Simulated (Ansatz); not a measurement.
Input file:

```yaml
crystal:
  periodic: [false, false, false]
  atoms:
    - {symbol: Si, position_ang: [0.000000, 0.000000, 0.451790]}
    - {symbol: B, position_ang: [0.000000, 0.000000, -1.418773]}
    - {symbol: H, position_ang: [0.000000, 1.212692, 1.314369]}
    - {symbol: H, position_ang: [0.000000, -1.212692, 1.314369]}
basis:
  gaussian: {orbitals: 6-31G, point_charges: [{charge: -0.50, position_ang: [3.177, -0.949, 0.064]}]}
total_charge: 1
magnetization: {spin_polarized: false, initial_magnetization: 4}
correlation: {active_space: {window: {electrons: 6, orbitals: 5}}}
scf: {lower_state_search: off}
```

```sh
$ ansatz run in.yaml --threads 1 --pin off --events-out ev --progress --plain --max-ram 2393MiB
```

The program prints:

```
these checks for a lower state are left out or cut short: stability, starts, cluster_reference, orbital_swaps, neighbouring_geometries, increment
330 factors; integrals over basis functions are off by at most 2.0e-4 eV
mean field evaluation 1: about -8547.4773 eV, gradient 1.1e1 eV
mean field evaluation 2: about -8547.5722 eV, gradient 1.1e1 eV
mean field evaluation 4: about -8549.1670 eV, gradient 2.2e0 eV
mean field evaluation 8: about -8549.2832 eV, gradient 3.2e-1 eV
mean field evaluation 16: about -8549.4345 eV, gradient 1.8e-2 eV
mean field -8549.43451157 eV, -314.1859232852 hartree, gradient 6.3e-6 eV, S^2 6.000000; 0 other end points of the search recorded, 0 dependent functions left out
reference -8549.43451157 eV, -314.1859232852 hartree; 12, 8 occupied and 14, 18 virtual orbitals, 330 factors
state -8549.43451157 eV, -314.1859232852 hartree
Total energy: -8549.43451157 eV, -314.1859232852 hartree
Checks for a lower state left out: stability, starts, cluster_reference, orbital_swaps, neighbouring_geometries, increment
```

Natural occupations: 2.0000 1.0000 1.0000 1.0000 1.0000.

Ran on 1 thread of Intel Xeon Platinum 8488C, shared host: 0.27 s wall, 0.08 GiB peak host memory.
